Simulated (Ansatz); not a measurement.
Species: C4H5, charge 0, multiplicity 2. It need not be the lowest isomer of its formula. 
Structure (B3LYP-D3(BJ)/def2-TZVP (Ansatz, an electronic-structure program) minimum search):
SMILES: [C]1CCC=1
```xyz
9

C      0.0033    -0.6896     0.8343
C     -0.0067     0.6330     0.9008
C      0.0078    -0.8496    -0.6675
C     -0.0040     0.7213    -0.6277
H     -0.0140     1.3789     1.6796
H     -0.8797    -1.3093    -1.1007
H      0.9040    -1.2960    -1.0968
H      0.8906     1.1748    -1.0586
H     -0.9034     1.1615    -1.0626
```
Charge 0, spin multiplicity 2.

Wanted: atomisation energy (electronic, to ground-state atoms), in kcal/mol. Correlated levels leave the core frozen unless marked. UHF or UKS for open shells. Spin-orbit coupling is left out. Non-relativistic. The coupled-cluster limit lacks core correlation, which all-electron functionals hold. Basis-set limits of correlation are two-point, X^-3; Hartree-Fock from the larger set. [CCSD(T)-MP2]/basis is that difference in the basis named.

```json
[
 {"level": "HF/cc-pVDZ", "program": "Ansatz", "atomisation energy (kcal/mol)": "642.2"},
 {"level": "B3LYP-D3(BJ)/def2-TZVPD", "program": "Ansatz + dftd3", "atomisation energy (kcal/mol)": "883.6"}
]
```

Q: Predict the RI-MP2/CBS(cc-pVTZ,cc-pVQZ)+[CCSD(T)-MP2]/cc-pVTZ result (Ansatz).

A: 880.1 kcal/mol, so B3LYP-D3(BJ)/def2-TZVPD differs from it by 3.5 kcal/mol.
